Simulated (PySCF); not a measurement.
Give a GFN2-xTB geometry of InChI=1S/C5H11F/c1-4-5(2,3)6/h4H2,1-3H3.

Z-matrix in Å and degrees, rows numbered from 1:
```
C 
C   1  1.5251
C   2  1.5337  1  113.79
C   3  1.5246  2  113.27  1    55.70
C   3  1.5264  2  110.79  1  -178.57
F   3  1.3998  2  107.24  1   -62.28
H   1  1.0869  2  111.28  3   -68.84
H   1  1.0875  2  109.89  3   171.33
H   1  1.0874  2  110.06  3    51.99
H   2  1.0923  1  108.83  3  -119.86
H   2  1.0912  1  110.18  3   121.84
H   4  1.0862  3  110.28  2   -65.55
H   4  1.0874  3  109.85  2   175.27
H   4  1.0860  3  110.06  2    55.12
H   5  1.0861  3  110.06  2   -65.80
H   5  1.0874  3  110.19  2    54.62
H   5  1.0874  3  109.90  2   174.06
```

Of the pairs four or more bonds apart, C1···H12 is among the closest relative to their van der Waals radii: 2.76 Å, 95 % of the sum of Bondi's values.

Structure optimised with GFN2-xTB, isolated species.

Point group: C1 (no symmetry element, even within 0.4 Å). Stationary, but not proved a minimum. The numbers are those of one conformer (C1–C2–C3–C4 56°).

These are computed values.
